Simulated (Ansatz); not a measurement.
Mulliken charges of `C=CC(F)S` from r2SCAN/def2-TZVPP in Ansatz (PBE0-D4/def2-TZVP geometry).

| atom | x (Å) | y (Å) | z (Å) | charge (e) |
| --- | --- | --- | --- | --- |
| C1 | -1.505 | -0.034 | 0.329 | -0.188 |
| C2 | -0.434 | -0.385 | -0.365 | -0.155 |
| C3 | 0.800 | 0.441 | -0.467 | 0.273 |
| F4 | 0.618 | 1.671 | 0.118 | -0.213 |
| S5 | 2.235 | -0.410 | 0.230 | -0.153 |
| H6 | -1.548 | 0.909 | 0.861 | 0.098 |
| H7 | -2.371 | -0.682 | 0.379 | 0.089 |
| H8 | -0.391 | -1.328 | -0.900 | 0.095 |
| H9 | 1.071 | 0.613 | -1.515 | 0.058 |
| H10 | 1.608 | -0.846 | 1.334 | 0.097 |

**Question.** By hand: the dipole of these point charges (1 e Å = 4.8032 D).

**Answer.** Σ q r = (-0.087, -0.251, -0.119) e Å, of length 0.291 e Å = 1.40 D.

**Question.** How does the dipole of the full density compare? (An estimate is asked.)

**Answer.** The calculation gave: (-0.221, -0.250, -0.080) e Å, 1.65 D; the point charges give 0.85 times that, at 24° from its direction.

Point charges leave out the atoms' own dipoles, such as those of lone pairs, and Mulliken's split depends on the basis, so the two needn't agree.
